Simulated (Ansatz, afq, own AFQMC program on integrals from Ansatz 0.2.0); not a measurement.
AFQMC on a folder of integrals that Ansatz 0.2.0 wrote.

```yaml
crystal:
  periodic: [false, false, false]
  atoms:
    - {symbol: B, position_ang: [0.000000, 0.000000, 0.000000]}
    - {symbol: H, position_ang: [0.414685, 0.812495, 0.810653]}
    - {symbol: H, position_ang: [-0.424327, -0.807694, 0.810461]}
    - {symbol: H, position_ang: [-0.412812, 0.808646, -0.815443]}
    - {symbol: H, position_ang: [0.422454, -0.813448, -0.805671]}
basis:
  gaussian: {orbitals: 6-31G}
magnetization: {spin_polarized: true, initial_magnetization: 1}
correlation: {method: ccsd_t, electrons: outside_noble_gas, hamiltonian_folder: ham}
```

```sh
$ ansatz run in.yaml --threads 1 --pin off --events-out ev --progress --plain --max-ram 16896MiB --backend cuda --devices 0, --max-vram 18GiB
```

afq runs on the folder ham with

```
--method phaseless --trial hf --walkers 4000 --populations 20 --least-time 40 --time-step 0.005 --steps-per-block 20 --equilibration-blocks 112 --max-blocks 4000 --target-error 0.0008 --factor-cut 1e-05 --start spin_pure --seed 9604 --taylor-order 6
```

Times are imaginary, in 1/Eh. The walk had a cap of 49 s. With eight or more populations the least sampling time is a fifth of least-time, and the error comes from their spread.

```
orbitals 16  electrons 4 3  factors 112 of 254
reference energy -26.85233997 Eh
CCSD correlation -0.09285437 Eh in 10 cycles, weight of the determinant in the CISD state 0.9393
energy of the start -26.852650 Eh
 block  time / (1/Eh)  mean weight  energy / Eh
     1     0.100  1.0001  -26.868029
     2     0.200  1.0004  -26.880772
     3     0.300  1.0006  -26.891005
     4     0.400  1.0004  -26.899642
     5     0.500  1.0004  -26.905880
     8     0.800  1.0004  -26.921066
    13     1.300  1.0001  -26.935243
    25     2.500  0.9999  -26.942620
    37     3.700  1.0000  -26.947995
    49     4.900  1.0001  -26.945881
    61     6.100  1.0001  -26.944234
    73     7.300  1.0001  -26.944107
    85     8.500  0.9999  -26.943323
    97     9.700  0.9997  -26.945606
   109    10.900  0.9999  -26.944946
   121    12.100  0.9998  -26.945165
   133    13.300  1.0001  -26.946000
   145    14.500  1.0000  -26.944187
   157    15.700  1.0000  -26.944863
   169    16.900  0.9999  -26.945703
   181    18.100  1.0000  -26.945993
   189    18.900  1.0001  -26.947438
error from the spread of 20 populations
energy -26.945074 +/- 0.000490 Eh
(rows thinned)
```

Q: Estimate how long the walk took on 1 × NVIDIA H100 80GB HBM3 with 2 threads of AMD EPYC 7R13 Processor (Zen 3), on a shared host (the card was shared).

A: 17 s of wall time.

The run passed its tests (sampling time, drift between the halves within three errors, error under three times the target), which doesn't prove that it has relaxed.

Against this walk (error 13.3 meV) on the same determinant: CCSD(T) 47.2 meV lower, CCSDT(Q) 63.1 meV lower, CCSDTQ 63.4 meV lower, full CI 63.5 meV lower, a separate phaseless walk with a CISD trial and standard settings 58.1 ± 13.4 meV lower. The error is statistical and leaves out the bias of the constraint. Full CI is exact here, so the walk's 63 meV above it is the walk's own error: the bias of the constraint with this trial.

Cautions: constraint bias not in the error.

CCSDT and higher add their correlation energy to the determinant of the CCSD(T) run, since their own runs factorise the integrals more tightly (a shift of under 2 meV). A walk keeps the symmetry of its determinant, which the program's search chose and which needn't be the lowest solution, so a lower state of the same spin and another symmetry isn't excluded.
